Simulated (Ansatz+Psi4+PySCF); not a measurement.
# doublet CHN(+): levels of theory in one basis

```xyz
3

C     0.1899    0.4742   -0.0304
N    -0.2465   -0.6158    0.0395
H     0.5865    1.4649   -0.0940
```

Basis set: cc-pVTZ (spherical functions). Left uncorrelated: 2 orbitals. Correlation on ROHF uses semicanonical orbitals with singles. Charge 1, multiplicity 2.

Computed with Ansatz (development build ahead of 0.2.0); each method stands on the lowest determinant of its kind that the runs found.

```
   method  E − E(ROHF) (eV)  <S²> of the determinant
     ROHF              0.00                     0.75
      UHF             -0.08                     0.76
 ROHF-MP2             -7.51                        –
  UHF-MP2             -7.49                     0.76
ROHF-CCSD             -8.07                        –
 UHF-CCSD             -8.07                     0.76
```

(1) What does ROHF-CCSD(T) give on the same scale?

Results:

(1) -8.42 eV.

Caution for ROHF-MP2, UHF-MP2: MP2 on this radical cation hangs on the determinant chosen.
